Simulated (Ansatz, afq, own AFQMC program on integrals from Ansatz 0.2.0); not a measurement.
**SiH$_{4}$, quintet in cc-pVDZ, levels against CCSDT(Q)**

```yaml
atoms:
  - { symbol: Si, position_ang: [0.0000, 0.0000, 0.0000] }
  - { symbol: H, position_ang: [-0.0115, 1.0851, 1.0776] }
  - { symbol: H, position_ang: [-0.0165, -1.0776, 1.0850] }
  - { symbol: H, position_ang: [0.0165, 1.0776, -1.0850] }
  - { symbol: H, position_ang: [0.0115, -1.0851, -1.0776] }
```

Basis cc-pVDZ. Noble-gas cores (and the filled d shells of Ga–Kr and In–Xe) are frozen. Integrals, coupled cluster, full CI and functionals: Ansatz 0.2.0; the random walks run on the same integrals in our own AFQMC program. ph-AFQMC/CISD is guided by a CISD state made of CCSD amplitudes; releasing the constraint for a short imaginary time cuts its bias at the price of noise, slowly where states lie close. Error bars are statistical, one sigma.

Determinant: UHF, the one that the program's search chose, which needn't be the lowest solution. The geometry is a PBE0/def2-TZVP stationary point of this or a neighbouring charge and spin state.

No full CI on the walks' own integrals is used here; CCSDT(Q) serves as the reference and is uncertain by about the last step of the cluster series.

Cautions: another spin lies lower (by 7.38 eV).

```
T1 diagnostic                               : 0.0265
weight of the determinant in the CISD state : 0.909
⟨S²⟩ of the determinant                     : 6.021
size of the correlated space                : 8 electrons in 33 orbitals
```

```
  level  correlation energy (eV)
    MP2                  -2.4011
   CCSD                  -3.1917
CCSD(T)                  -3.2891
```

Q: Estimate where phaseless AFQMC with a CISD trial lies against CCSD(T) on the same integrals.

A: 0.04 ± 0.20 mEh below CCSD(T). The gap is under twice the noise, so this walk alone can't tell the two apart.

Reference: CCSDT(Q), correlation energy -3.325 eV. The released energy is read at 2.40 1/Eh (meV from the phaseless value at times in 1/Eh: -3 ± 6 at 0.24, -9 ± 6 at 0.51, -16 ± 6 at 0.99, -19 ± 6 at 1.62, -21 ± 8 at 2.40).

```json
{"level": "CCSD(T)", "E − E(reference) (mEh)": "1.34", "share of correlation (%)": "98.91"}
{"level": "CCSDT", "E − E(reference) (mEh)": "0.14", "share of correlation (%)": "99.89"}
{"level": "ph-AFQMC/CISD", "E − E(reference) (mEh)": "1.30 ± 0.20", "share of correlation (%)": "98.94"}
{"level": "released AFQMC", "E − E(reference) (mEh)": "0.53 ± 0.30", "share of correlation (%)": "99.56"}
```

A walk keeps the symmetry of its determinant, which the program's search chose and which needn't be the lowest solution, so a lower state of the same spin and another symmetry isn't excluded. Released energies are given only where the last usable release times agree within the noise; a slower fall can still hide under it.
